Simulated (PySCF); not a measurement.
Record of a relaxation.

Compound: CH3Cl.
Atom-mapped SMILES: `[CH3:1][Cl:2]` (hydrogens: H3, H4, H5 on C1)

Method: PBE0-D3(BJ)/def2-SVP geometry optimisation, gas phase in PySCF; density fitting, grid level 1; the optimiser is geomeTRIC in internal coordinates, started from a GFN2-xTB structure with every atom displaced at random (about 0.01 Å). The frame can shift and turn from step to step; on so coarse a grid that alone can change the energy by a few meV, and forces under 0.02 eV/Å are noise.

Step 0: E = -13598.3372 eV, largest atomic force 1.103 eV/Å
```
atom  x, y, z in Å  |  force x, y, z in eV/Å
C1     -0.129   -0.028   -0.004   -0.277   0.978  -0.428
Cl2     1.621    0.031    0.045    0.599  -0.132   0.123
H3     -0.541   -0.063    1.002   -0.079  -0.109   0.352
H4     -0.461    0.909   -0.493   -0.106  -0.377   0.136
H5     -0.456   -0.882   -0.588   -0.136  -0.361  -0.184
```

Step 1: E = -13598.3582 eV, largest atomic force 0.156 eV/Å
```
atom  x, y, z in Å  |  force x, y, z in eV/Å
C1      0.355    0.170    0.139    0.069  -0.131   0.048
Cl2     2.132    0.216    0.215   -0.124   0.012  -0.010
H3     -0.048    0.114    1.158    0.021  -0.011  -0.004
H4     -0.013    1.075   -0.353    0.007   0.123  -0.057
H5      0.041   -0.713   -0.434    0.027   0.006   0.024
```

Step 2: E = -13598.3590 eV, largest atomic force under 0.02 eV/Å
```
atom  x, y, z in Å  |  force x, y, z in eV/Å
C1      0.353    0.169    0.139    0.013   0.012  -0.009
Cl2     2.127    0.217    0.216    0.000   0.001   0.001
H3     -0.048    0.112    1.159   -0.007  -0.001  -0.004
H4     -0.009    1.079   -0.355    0.000  -0.015   0.009
H5      0.043   -0.715   -0.433   -0.004   0.003   0.003
```

Step 3: E = -13598.3590 eV, largest atomic force under 0.02 eV/Å
```
atom  x, y, z in Å  |  force x, y, z in eV/Å
C1      0.354    0.169    0.139    0.009   0.002  -0.002
Cl2     2.127    0.217    0.217   -0.004   0.000   0.001
H3     -0.049    0.112    1.158   -0.003  -0.001   0.000
H4     -0.009    1.079   -0.355   -0.001  -0.001   0.001
H5      0.044   -0.714   -0.434   -0.001  -0.001   0.000
```

**Question.** Summarise the path.

**Answer.** The energy falls by 0.50 kcal/mol from step 0 to step 3; nine tenths of that is first reached at step 1. It falls at every step. The largest force goes from 1.103 to under 0.02 eV/Å. Among the bonds C1–Cl2 changes most, from 1.752 to 1.776 Å; the atoms move by 0.020 Å rms after alignment.

**Question.** Follow the three bonds and two angles with the largest change from start to end.

**Answer.** 
| step | E above end (kcal/mol) | largest force (eV/Å) | C1–Cl2 (Å) | C1–H5 (Å) | C1–H4 (Å) | Cl2–C1–H4 (°) | Cl2–C1–H3 (°) |
| --- | --- | --- | --- | --- | --- | --- | --- |
| 0 | 0.50 | 1.103 | 1.752 | 1.085 | 1.108 | 106.5 | 110.7 |
| 1 | 0.02 | 0.156 | 1.780 | 1.098 | 1.094 | 109.5 | 109.2 |
| 2 | 0.00 | under 0.02 | 1.776 | 1.097 | 1.098 | 109.1 | 109.0 |
| 3 | 0.00 | under 0.02 | 1.776 | 1.097 | 1.097 | 109.1 | 109.1 |

What follows is the cost of the whole optimisation. The run took 3.8 s wall on Arm Neoverse N1, one thread, shared host with 64 logical CPUs at a one-minute load of 60, and the process peaked at 0.27 GiB of memory.
